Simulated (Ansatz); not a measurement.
Consider the substitution at a C–C bond: `COCC#N` + CH₃OH → `COC#N` + dimethyl ether.

Gas-phase electronic energies from Ansatz, PBE0-D4/def2-TZVP geometries. CCSD(T)/CBS is the MP2 limit (def2-TZVPP, def2-QZVPP) plus CCSD(T) − MP2 in def2-TZVPP, frozen cores. This one scheme is used for every species. DFT in def2-TZVPP. One conformer a species, not always the lowest.

```json
{"level": "PBE-D4", "ΔE (kJ/mol)": "44.1", "difference from CCSD(T)/CBS": "-15.6"}
{"level": "PBE0-D4", "ΔE (kJ/mol)": "48.5", "difference from CCSD(T)/CBS": "-11.2"}
{"level": "r2SCANh-D4", "ΔE (kJ/mol)": "46.9", "difference from CCSD(T)/CBS": "-12.8"}
{"level": "r2SCAN0-D4", "ΔE (kJ/mol)": "48.9", "difference from CCSD(T)/CBS": "-10.8"}
{"level": "BHLYP-D4", "ΔE (kJ/mol)": "50.3", "difference from CCSD(T)/CBS": "-9.4"}
{"level": "CAM-B3LYP-D4", "ΔE (kJ/mol)": "48.4", "difference from CCSD(T)/CBS": "-11.3"}
{"level": "ωB97X-V", "ΔE (kJ/mol)": "50.4", "difference from CCSD(T)/CBS": "-9.3"}
{"level": "PBE-QIDH", "ΔE (kJ/mol)": "52.9", "difference from CCSD(T)/CBS": "-6.8"}
{"level": "r2SCANh", "ΔE (kJ/mol)": "46.5", "difference from CCSD(T)/CBS": "-13.2"}
{"level": "LC-ωPBE", "ΔE (kJ/mol)": "50.2", "difference from CCSD(T)/CBS": "-9.5"}
{"level": "HF/def2-SVP", "ΔE (kJ/mol)": "45.3", "difference from CCSD(T)/CBS": "-14.4"}
{"level": "CCSD/def2-SVP", "ΔE (kJ/mol)": "48.8", "difference from CCSD(T)/CBS": "-10.9"}
{"level": "SCS-MP2/def2-TZVPP", "ΔE (kJ/mol)": "56.8", "difference from CCSD(T)/CBS": "-2.9"}
{"level": "HF/def2-QZVPP", "ΔE (kJ/mol)": "49.2", "difference from CCSD(T)/CBS": "-10.5"}
{"level": "HF/CBS(def2)", "ΔE (kJ/mol)": "49.2", "difference from CCSD(T)/CBS": "-10.5"}
{"level": "CCSD/CBS(def2)", "ΔE (kJ/mol)": "60.6", "difference from CCSD(T)/CBS": "0.9"}
{"level": "CCSD(T)/CBS", "ΔE (kJ/mol)": "59.7", "difference from CCSD(T)/CBS": "0"}
```

Question: What do rigid-rotor, harmonic-oscillator terms from PBE0-D4/def2-TZVP frequencies (298.15 K, 1 bar) make of the CCSD(T)/CBS value? (An estimate is asked.)

Answer: Computed: ΔZPE = -0.1 kJ/mol, ΔH = +59.1 kJ/mol, ΔS = -4 J/(mol·K), ΔG = +60.2 kJ/mol.

Largest T1 diagnostic among the species: 0.014.

From BLYP to BHLYP (50 % exact exchange), in def2-TZVPP and without D4, ΔE moves by +7.7 kJ/mol. In def2-TZVPP, CCSD(T) changes the Hartree–Fock value by +7.4 kJ/mol (the triples alone add −0.9 kJ/mol) and MP2 by +9.5 kJ/mol.
